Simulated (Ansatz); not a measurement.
# C₄H₉FO: up Jacob's ladder to CCSD(T)

Aim: compute C₄H₉FO with functionals from several rungs and with coupled cluster. The yardstick is the atomisation energy at the CCSD(T) limit.

The runs use Ansatz 0.2.0, Gaussian basis; functionals in def2-TZVPP, the program's frozen cores in correlated methods.

Levels to be run: LDA (SPW92), PBE-D4, revPBE-D4, BLYP-D4, r2SCAN-D4, B97M-V, PBE0-D4, B3LYP-D4, r2SCANh-D4, r2SCAN0-D4, HSE06-D4, BHLYP-D4, CAM-B3LYP-D4, LC-ωPBE, ωB97X-V, ωB97M-V, B2PLYP, PBE-QIDH; CCSD(T)/def2-SVP; CCSD(T)/def2-TZVPP; MP2/def2-QZVPP; extrapolation to the limit; RPA on PBE.

### 1 The relaxed structure

The geometry comes from an earlier relaxation with PBE0-D4 in a triple-zeta def2 set; it is a stationary point, not always the lowest conformer.

SMILES `COCCCF`, 15 atoms, charge 0, spin multiplicity 1.

Atoms are counted from 1 here; the program's logs count them from 0.

Bond lengths: C1–O2 1.400 Å, C1–H7 1.099 Å, C1–H8 1.090 Å, C1–H9 1.099 Å, O2–C3 1.405 Å, C3–C4 1.511 Å, C3–H10 1.103 Å, C3–H11 1.100 Å, C4–C5 1.509 Å, C4–H12 1.094 Å, C4–H13 1.093 Å, C5–F6 1.385 Å, C5–H14 1.096 Å, C5–H15 1.092 Å. Angles: O2–C1–H7 111.5°, O2–C1–H8 107.7°, O2–C1–H9 111.5°, H7–C1–H8 108.9°, H7–C1–H9 108.3°, H8–C1–H9 108.9°, C1–O2–C3 112.5°, O2–C3–C4 109.1°, O2–C3–H10 109.9°, O2–C3–H11 110.2°, C4–C3–H10 110.5°, C4–C3–H11 110.0°, H10–C3–H11 107.0°, C3–C4–C5 112.2°, C3–C4–H12 108.9°, C3–C4–H13 109.6°, C5–C4–H12 109.1°, C5–C4–H13 109.4° and more.

### 2 LDA

This LDA is Slater exchange with PW92 correlation.

The input, in.yaml:

```yaml
crystal:
  periodic: [false, false, false]
  atoms:
    - {symbol: C, position_ang: [0.372771, -2.313702, 0.059768]}
    - {symbol: O, position_ang: [-0.296490, -1.084212, 0.066239]}
    - {symbol: C, position_ang: [0.436713, -0.070172, -0.571700]}
    - {symbol: C, position_ang: [-0.355379, 1.215527, -0.528302]}
    - {symbol: C, position_ang: [-0.603492, 1.683852, 0.884273]}
    - {symbol: F, position_ang: [-1.278424, 2.893590, 0.866652]}
    - {symbol: H, position_ang: [0.562889, -2.662837, -0.964911]}
    - {symbol: H, position_ang: [-0.262872, -3.038940, 0.567883]}
    - {symbol: H, position_ang: [1.335128, -2.252114, 0.587165]}
    - {symbol: H, position_ang: [1.411247, 0.060351, -0.072230]}
    - {symbol: H, position_ang: [0.644390, -0.349888, -1.615523]}
    - {symbol: H, position_ang: [0.195986, 1.989246, -1.070859]}
    - {symbol: H, position_ang: [-1.312446, 1.073100, -1.037693]}
    - {symbol: H, position_ang: [0.340079, 1.838507, 1.419310]}
    - {symbol: H, position_ang: [-1.211899, 0.966989, 1.439428]}
basis:
  gaussian: {orbitals: def2-TZVPP}
hamiltonian: {xc: lda}
output: {orbitals: {seedname: orbitals}}
```

The run is started by

```
$ ansatz run in.yaml --threads 8 --pin off --events-out ev --progress --plain --max-ram 18278MiB
```

Further steps of the session: PBE-D4 (GGA); revPBE-D4 (GGA); BLYP-D4 (GGA); r2SCAN-D4 (meta-GGA); B97M-V (meta-GGA); B3LYP-D4 (hybrid); r2SCANh-D4 (hybrid); r2SCAN0-D4 (hybrid); HSE06-D4 (hybrid); BHLYP-D4 (hybrid); CAM-B3LYP-D4 (range-separated); LC-ωPBE (range-separated); ωB97X-V (range-separated); ωB97M-V (range-separated); B2PLYP (double hybrid); PBE-QIDH (double hybrid); CCSD(T) in def2-SVP; CCSD(T) in def2-TZVPP; MP2 in def2-QZVPP; RPA on PBE orbitals.

Q: Predict the results of all the runs planned. Wanted: atomisation energy, CCSD(T)/CBS; farthest beyond LDA; mean size of error, GGA; mean size of error, meta-GGA; mean size of error, hybrid; mean size of error, range-separated; mean size of error, double hybrid; gap, smallest and largest; T1 diagnostic.

**Answer**, as computed:

| quantity | value |
| --- | --- |
| atomisation energy, CCSD(T)/CBS | 60.621 eV |
| functionals within 0.303 eV (0.5 %) | revPBE-D4, BLYP-D4, r2SCAN-D4, B97M-V, PBE0-D4, B3LYP-D4, r2SCANh-D4, LC-ωPBE, ωB97X-V, ωB97M-V, PBE-QIDH |
| farthest beyond LDA | BHLYP-D4 (-1.802 eV) |
| mean size of error, GGA | 0.555 eV |
| mean size of error, meta-GGA | 0.068 eV |
| mean size of error, hybrid | 0.568 eV |
| mean size of error, range-separated | 0.163 eV |
| mean size of error, double hybrid | 0.422 eV |
| gap, smallest and largest | 6.24 eV (LDA (SPW92)), 13.62 eV (LC-ωPBE) |
| T1 diagnostic | 0.0102 |
| triples share of the correlation energy | 3.5 % |

**Reading.** LDA overbinds by 9.167 eV (15 %). PBE-D4 is off by +1.376 eV. Double hybrids carry the basis error of their MP2 part in triple zeta, and no dispersion term here, so their miss is partly the set-up's. The rungs meta-GGA, range-separated miss on average by less than the doubt on the reference (0.303 eV), so they tie. Misses under about 0.303 eV are within the doubt on the reference itself, which lacks core-valence correlation, relativity and higher excitations. Hartree-Fock recovers 73 % of the binding; the rest is correlation. CCSD(T) in def2-SVP is off by -2.553 eV, worse than the median functional, from the basis alone. The gap grows from 6.2 to 13.6 eV across the functionals, mostly with the share of exact exchange.
